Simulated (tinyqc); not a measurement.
Inside a calculation. Method: Pariser-Parr-Pople SCF with singles CI, for the molecule C=CC(=C)N (SMILES; centres numbered as the heavy atoms are written). One step of it, computed by the program tinyqc.

Problem. Iteration 3: orbitals and new P. Diagonalise F (the basis is taken as orthonormal) and form P = 2 sum c c over the lowest orbitals; 0.3 of the old P is kept.

F (eV):
```
           1C         2C         3C         4C         5N
1C  -5.708492  -4.875917   0.042626   0.488105   0.236619
2C  -4.875917  -5.594372  -3.359730  -0.068547   0.071365
3C   0.042626  -3.359730  -5.761835  -4.580365  -3.529206
4C   0.488105  -0.068547  -4.580365  -5.356210   0.860869
5N   0.236619   0.071365  -3.529206   0.860869  -9.689610
```

pi electrons, sum of z_r less the charge = 6

P after iteration 2:
```
           1C         2C         3C         4C         5N
1C   1.031751   0.930259  -0.022016  -0.338802  -0.125912
2C   0.930259   0.985768   0.362768   0.035395  -0.034254
3C  -0.022016   0.362768   1.028711   0.819397   0.435319
4C  -0.338802   0.035395   0.819397   1.172770  -0.413201
5N  -0.125912  -0.034254   0.435319  -0.413201   1.780999
```

Give: orbital energies; P after iteration 3.

Solution.

orbital energies (eV): -13.2010  -10.4554  -8.4236  -1.4661  1.4355

P after iteration 3:
```
         1C       2C       3C       4C       5N
1C   1.0270   0.9326  -0.0199  -0.3415  -0.1076
2C   0.9326   0.9897   0.3560   0.0374  -0.0421
3C  -0.0199   0.3560   1.0230   0.8341   0.4177
4C  -0.3415   0.0374   0.8341   1.1546  -0.3980
5N  -0.1076  -0.0421   0.4177  -0.3980   1.8058
```
